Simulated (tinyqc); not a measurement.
Inside a calculation. Method: Hueckel theory of the pi electrons, for the molecule c1ccoc1 (SMILES; centres numbered as the heavy atoms are written). Computed by tinyqc, a small Python program that keeps every step. Settings: charge = 0. Command: `OMP_NUM_THREADS=1 python tinyqc.py 29708 29709 out.jsonl` (the two numbers bound the seeds that draw the settings). One thread of a shared host (Intel(R) Xeon(R) Processor @ 2.60GHz), about 0.01 s of CPU time with the checks.

## The Hueckel matrix

Centres:
```
centre,"z_r, pi electrons of the neutral centre",h
1C,1,0.00000
2C,1,0.00000
3C,1,0.00000
4O,2,2.00000
5C,1,0.00000
```

Bonds:
```
i,j,k
1,2,1
2,3,1
3,4,0.80000
4,5,0.80000
5,1,1
```

H_rr = alpha + h_r beta, H_rs = k_rs beta for bonded centres.

Hueckel matrix in units of beta (H = alpha + beta A), lower triangle:
```
,1C,2C,3C,4O,5C
1C,0.00000
2C,1.00000,0.00000
3C,0.00000,1.00000,0.00000
4O,0.00000,0.00000,0.80000,2.00000
5C,1.00000,0.00000,0.00000,0.80000,0.00000
```

## Orbitals

pi electrons, sum of z_r less the charge = 6

Diagonalise; E = alpha + x beta with beta < 0, so the largest x are filled first; degenerate levels share their electrons. P = sum n_i c_ri c_si; each orbital has its largest coefficient positive (the first on a tie).

x values: 2.63333  1.31435  0.61803  -0.94767  -1.61803

occupations: 2.00000  2.00000  2.00000  0.00000  0.00000

coefficients:
```
,MO1,MO2,MO3,MO4,MO5
1C,0.20260,0.60459,-0.37175,-0.30564,0.60150
2C,0.20260,0.60459,0.37175,-0.30564,-0.60150
3C,0.33091,0.19005,0.60150,0.59530,0.37175
4O,0.83600,-0.44350,0.00000,-0.32313,0.00000
5C,0.33091,0.19005,-0.60150,0.59530,-0.37175
```

charge and bond-order matrix P, lower triangle:
```
,1C,2C,3C,4O,5C
1C,1.08956
2C,0.53677,1.08956
3C,-0.08332,0.81111,1.01485
4O,-0.19752,-0.19752,0.38471,1.79118
5C,0.81111,-0.08332,-0.43236,0.38471,1.01485
```

## Energy, charges, bond orders

E = sum n x; q_r = z_r - P_rr; bond order p = P_rs; free valence = sqrt(3) - sum of p over the bonds of the atom.

pi energy = 6 alpha + this times beta = 9.13142

pi charges: 1C -0.08956, 2C -0.08956, 3C -0.01485, 4O 0.20882, 5C -0.01485

Bond orders and lengths from R = 1.517 - 0.180 p (angstrom, C-C alone):
```
bond,p,R
1-2,0.53677,1.42038
2-3,0.81111,1.37100
3-4,0.38471,-
4-5,0.38471,-
5-1,0.81111,1.37100
```

free valence of the carbons: 1C 0.38417, 2C 0.38417, 3C 0.53623, 5C 0.53623

gap between the highest filled and the next level = 1.56571 |beta|
